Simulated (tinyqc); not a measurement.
Worked calculation: CIS on RHF in the sto-3g basis, frozen core, for LiH, spin multiplicity 1. One step of it, computed by the program tinyqc.

Question. CIS matrix, singlets. A(ia,jb) = (e_a - e_i) d_ij d_ab + 2 (ia|jb) - (ij|ab).

orbital energies (hartree): MO1 -2.350905, MO2 -0.278093, MO3 0.077403, MO4 0.163887, MO5 0.163887, MO6 0.523982

Two-electron integrals over orbitals (pq|rs), unique and non-zero (hartree); the lowest 1 orbital is frozen and left out:
```
(22|22) 0.481584    (32|22) -0.050025   (32|32) 0.013956    (33|22) 0.221353
(33|32) 0.008580    (33|33) 0.336916    (42|42) 0.022981    (43|42) 0.019362
(43|43) 0.041269    (44|22) 0.266108    (44|32) 0.006718    (44|33) 0.281766
(44|44) 0.312946    (52|52) 0.022981    (53|52) 0.019362    (53|53) 0.041269
(54|54) 0.016869    (55|22) 0.266108    (55|32) 0.006718    (55|33) 0.281766
(55|44) 0.279207    (55|55) 0.312946    (62|22) 0.122765    (62|32) -0.035664
(62|33) -0.014380   (62|44) -0.020332   (62|55) -0.020332   (62|62) 0.124892
(63|22) -0.051881   (63|32) 0.010308    (63|33) 0.035965    (63|44) 0.002990
(63|55) 0.002990    (63|62) -0.032742   (63|63) 0.026712    (64|42) -0.019529
(64|43) -0.013545   (64|64) 0.019819    (65|52) -0.019529   (65|53) -0.013545
(65|65) 0.019819    (66|22) 0.450261    (66|32) -0.044332   (66|33) 0.240875
(66|44) 0.266931    (66|55) 0.266931    (66|62) 0.128743    (66|63) -0.044473
(66|66) 0.450373
```

Give: CIS matrix A, singlet.

Answer.

CIS matrix A, singlet (hartree), lower triangle:
```
         2>3     2>4     2>5     2>6
2>3   0.1621
2>4   0.0000  0.2218
2>5   0.0000  0.0000  0.2218
2>6  -0.0194  0.0000  0.0000  0.6016
```
